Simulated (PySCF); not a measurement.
Compound: CCl₃F.
Z-matrix (Å and degrees, PBE0-D3(BJ)/def2-TZVP geometry), rows numbered from 1:
```
F 
C   1  1.3328
Cl  2  1.7599  1  108.45
Cl  2  1.7598  1  108.54  3   119.96
Cl  2  1.7600  1  108.53  3  -120.01
```

Computed at PBE0/pcSseg-2 (PySCF, non-relativistic), with Q(35Cl) = −0.0817 b: Cl3, 35Cl (I = 3/2): χzz = -81.56 MHz, η = 0.018.

Find the zero-field quadrupole resonance frequencies of 35Cl at Cl3.

From ν = (|χ|/2)√(1 + η²/3): ν = 40.78 MHz (chlorine of a CCl3 group). For 37Cl the ratio of quadrupole moments, 0.7881, gives 32.14 MHz.

Apply the simplest Townes–Dailey estimate (no s hybridisation, no π bonding), ionic character = 1 − χzz/χ0, where χ0 is the coupling for one missing p electron along the bond: −109.74 MHz for 35Cl.

Cl3 on C2: 1 − (-81.56)/(-109.74) = 0.26. In this model a purely covalent bond gives χ0 and a free halide ion gives zero; s hybridisation or π bonding, where present, is counted here as ionic character.

In a crystal, neighbours and librations shift these lines. Isolated species at its PBE0-D3(BJ)/def2-TZVP geometry, gas phase.
